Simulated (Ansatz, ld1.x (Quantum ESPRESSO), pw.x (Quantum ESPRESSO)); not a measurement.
# Equation-of-state test of one TM potential (Cl (Z = 17))

- Element: Cl (Z = 17)
- Generator: ld1.x (Quantum ESPRESSO) 7.5
- Type: norm-conserving Troullier–Martins (Kleinman–Bylander form)
- Functional: PBEsol
- Relativity: scalar-relativistic
- Frozen core: [Ne]
- Valence charge: 7
- Reference configuration: 3s2 3p4 (charge +1)
- Partial waves: 3s (bound): rc 1.30 bohr; 3p (bound): rc 1.40 bohr
- Local potential: all-electron potential smoothed inside 1.10 bohr (lloc = -2)
- Core correction: none

Atomic tests: cutoffs needed: 50 Ry and 80 Ry (the cutoffs (Ry, on a coarse ladder) from which the occupation-weighted sum of valence levels, in a spherical-Bessel basis at the reference potential, stays within 10 and 1 mRy of its value at 400 Ry); ghost test: no extra level below or beside the all-electron valence levels (s, p, d, f tested) (spherical-Bessel basis up to 400 Ry, 20 bohr box); largest excitation error: +213 meV (all-electron minus pseudo) for 3s2 3p1, out of 7 test configurations.

Crystal test: fcc Cl in pw.x 7.5, no spin, 13³ k-points, Fermi–Dirac smearing 0.01 Ry, cutoffs 100/400 Ry. The reference is all-electron LAPW (Ansatz 0.2.0) with the same functional, mesh and smearing; V0 and B0 come from Birch–Murnaghan fits to the pressures at five volumes. Errors are pseudo minus all-electron; Δ is the rms difference of the E(V) curves that follow from these fits, minima aligned, over ±6 % about the mean V0. Mesh and smearing are coarse, so the numbers serve the comparison and aren't converged zero-temperature values; the lattice is a test structure that the element need not adopt.

All-electron: a0 = 4.256 Å (V0 = 19.28 Å³/atom), B0 = 41.8 GPa.

Q: How far does the potential miss the all-electron equation of state?

A: mean pressure error (GPa): +0.86; a0 (Å): 4.284; a0 error (%): +0.65; B0 error (%): -1.2; Δ (meV/atom): 3.5. This is a poor potential for the solid.

```json
{"V (Å³/atom)": "18.335", "P all-electron (GPa)": "2.39", "P pseudo (GPa)": "3.46"}
{"V (Å³/atom)": "18.817", "P all-electron (GPa)": "1.08", "P pseudo (GPa)": "2.02"}
{"V (Å³/atom)": "19.300", "P all-electron (GPa)": "-0.05", "P pseudo (GPa)": "0.79"}
{"V (Å³/atom)": "19.782", "P all-electron (GPa)": "-1.01", "P pseudo (GPa)": "-0.26"}
{"V (Å³/atom)": "20.265", "P all-electron (GPa)": "-1.83", "P pseudo (GPa)": "-1.16"}
```

Q: At the middle volume, how do free energy and pressure move when the wave cutoff is lowered (ecutrho kept at four times it)?

A:

```json
{"cutoff (Ry)": "45", "shift of F (meV/atom)": "+142.3", "shift of P (GPa)": "-1.62"}
{"cutoff (Ry)": "60", "shift of F (meV/atom)": "+43.8", "shift of P (GPa)": "-1.53"}
{"cutoff (Ry)": "80", "shift of F (meV/atom)": "+1.9", "shift of P (GPa)": "-0.11"}
```

The run at the middle volume (84 k-points, 7 iterations) took about 20 s on one core of a shared host (Neoverse-V2, 96 threads, 371 GiB, load 39).
